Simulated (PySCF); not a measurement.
# C2H7P (dimethylphosphine): the cost of one run

Computed with PySCF 2.14.0, with density-fitted response routines of our own, on a single molecule in the gas phase. Atoms count from 0, in the outputs and in this text.

### 1 Starting geometry

10 atoms, charge 0, multiplicity 1; geometry from: GFN2-xTB. The atoms were then displaced at random by about 0.01 Å, so the start is not that level's minimum.

Bonds of the start (Å): C0–P1 1.86, P1–C2 1.87, C0–H3 1.09, C0–H4 1.11, C0–H5 1.10, P1–H6 1.40, C2–H7 1.06, C2–H8 1.06, C2–H9 1.09.

### 2 Geometry optimisation at PBE0-D3(BJ)/def2-SVP

What the job is given:

```
{"job": {"xc": "PBE0", "basis": "def2-SVP", "d3": "d3bj", "grid": 1, "shake": 0.01, "kind": "geom"}, "charge": 0, "multiplicity": 1}
C      1.380120     0.159520    -0.067210
P      0.210060    -0.428880     1.249890
C     -1.398090     0.161380     0.503650
H      2.380500    -0.240240     0.083260
H      1.434780     1.262160    -0.005990
H      0.995980    -0.077570    -1.065610
H      0.128740    -1.732910     0.750600
H     -2.192840    -0.271770     1.054160
H     -1.452910    -0.096710    -0.521390
H     -1.435880     1.244100     0.626360
```

Run with:

```sh
OMP_NUM_THREADS=1 python probes_run.py task.json out
```

The driver reads the jobs from task.json and runs them one after another.

**Question.** How long does this first job take on 1 thread of AMD EPYC 7R13, shared host, and how much memory does it need?

About 6.8 s, with a peak of 0.35 GiB.
